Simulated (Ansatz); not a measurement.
Calculation: frozen-core CCSD(T)/cc-pVTZ // PBE-D3(BJ)/def2-SVP in Ansatz (a first-principles code).

Ansatz 0.2 input:
```yaml
crystal:
  periodic: [false, false, false]
  atoms:
    - { symbol: N, position_ang: [0.000813, -0.001121, 0.320825] }
    - { symbol: H, position_ang: [0.837091, -0.422499, -0.11054] }
    - { symbol: H, position_ang: [-0.052725, 0.936989, -0.103536] }
    - { symbol: H, position_ang: [-0.785178, -0.513368, -0.106747] }
basis:
  gaussian: { orbitals: cc-pVTZ }
correlation:
  method: ccsd_t
```

Output:

```
Functional definition: HF
403 factors; integrals over basis functions are off by at most 9.9e-4 eV
mean field evaluation 1: about -1528.0385 eV, gradient 2.9e1 eV
mean field evaluation 2: about -1528.0387 eV, gradient 2.9e1 eV
mean field evaluation 4: about -1529.6915 eV, gradient 1.6e0 eV
mean field evaluation 8: about -1529.7029 eV, gradient 6.5e-4 eV
mean field evaluation 16: about -1529.7023 eV, gradient 2.9e-1 eV
mean field -1529.70286317 eV, -56.2155433518 hartree, gradient 8.2e-6 eV, S^2 0.000000; 0 other end points of the search recorded, 0 dependent functions left out
1 core orbitals not correlated
reference -1529.70286317 eV, -56.2155433518 hartree; 4, 4 occupied and 67, 67 virtual orbitals, 403 factors
second order -6.43740109 eV of doubles, -0.00000000 eV of singles
cycle   1  -6.61962782 eV  change   -1.8e-1 eV  update   4.0e-2
cycle   2  -6.75910822 eV  change   -1.4e-1 eV  update   1.2e-2
cycle   3  -6.77869735 eV  change   -2.0e-2 eV  update   4.1e-3
cycle   4  -6.77928977 eV  change   -5.9e-4 eV  update   9.7e-4
cycle   5  -6.77955772 eV  change   -2.7e-4 eV  update   3.1e-4
cycle   6  -6.77955153 eV  change    6.2e-6 eV  update   1.3e-4
cycle   7  -6.77953321 eV  change    1.8e-5 eV  update   4.0e-5
cycle   8  -6.77952355 eV  change    9.7e-6 eV  update   8.6e-6
cycle   9  -6.77951916 eV  change    4.4e-6 eV  update   1.7e-6
perturbative correction -0.21411505 eV, -0.0078685831 hartree
Total energy: -1536.69649739 eV, -56.4725546688 hartree
```

Cost: very roughly 0.9 core-seconds.
